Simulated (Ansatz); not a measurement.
# GaC, quartet in cc-pVDZ: errors against full CI

Geometry: a point of a stretch scan, not a stationary point.

```xyz
2

C     0.0000    0.0000    0.0000
Ga    0.0000    0.0000    6.8470
```

Basis cc-pVDZ; Ansatz 0.2.0. Correlated methods freeze the noble-gas cores and the filled d shells of p-block atoms, which leaves 7 electrons in 26 orbitals. R marks a restricted (for open shells ROHF) determinant, U an unrestricted one. Active spaces: pair = (5e, 5o) about the gap; valence = (7e, 8o) chosen from the atoms' valence shells. No spin–orbit coupling is included, and no scalar relativity.

Full CI is exact within this basis and frozen core; it isn't the basis-set limit. The frozen core follows each run's orbitals, which can shift R against U totals by a few meV for light atoms and by up to 0.1 eV past Ca.

For open shells CISD is restricted-active-space CI with the open shells as a complete middle space.

```
UHF ⟨S²⟩                          : 3.766
T1 diagnostic (RCCSD)             : 0.0194
largest doubles amplitude (RCCSD) : 0.123
```

| level | E − E(full CI) (meV) | share of correlation (%) | wall time |
| --- | --- | --- | --- |
| RHF | 3410 | 0.00 | – |
| RMP2 | 1037 | 69.58 | – |
| CISD | 224 | 93.44 | 3.2 s |
| RCCSD | 59 | 98.28 | – |
| RCCSD(T) | 16 | 99.52 | 8 s |
| BCCD(T) | 16 | 99.52 | 8.5 s |
| RCCSDT | 1 | 99.97 | – |
| RCCSDT(Q) | 0 | 99.99 | 14 s |
| CASSCF (pair space) | 2904 | 14.83 | – |
| NEVPT2 (pair space) | 794 | 76.71 | 10 s |
| MRCISD (pair space) | 161 | 95.29 | – |
| MRCISD+Q (pair space) | -60 | 101.76 | 11 s |

The correlation energy at full CI, counted from RHF, is -3.410 eV. That run took 2.3 min on 1 thread of Arm Neoverse V2, shared host over 5,352,180 determinants.

Run but not shown, since their state or frozen core can't be matched to the reference's or they repeat it: UHF, UMP2, UCCSD, UCCSD(T), UCCSDT, UCCSDT(Q), CASSCF (valence space), NEVPT2 (valence space), MRCISD (valence space), MRCISD+Q (valence space).

Times hold each run's SCF and search for its determinant on a shared host, so for small cases they say little of a method's own cost; they ran on 1 thread of Arm Neoverse V2.

Not variational, and here over 5 meV under the exact energy: MRCISD+Q (pair space).

The full-CI state has the irrep A2 of C2v, in the program's axes (one component, if the state is degenerate).

Natural occupations of full CI about the gap: 1.930 1.905 0.915 0.915 0.831 0.199 0.111 0.111 0.009 0.008; effectively unpaired electrons, Σ n²(2−n)², 3.18.
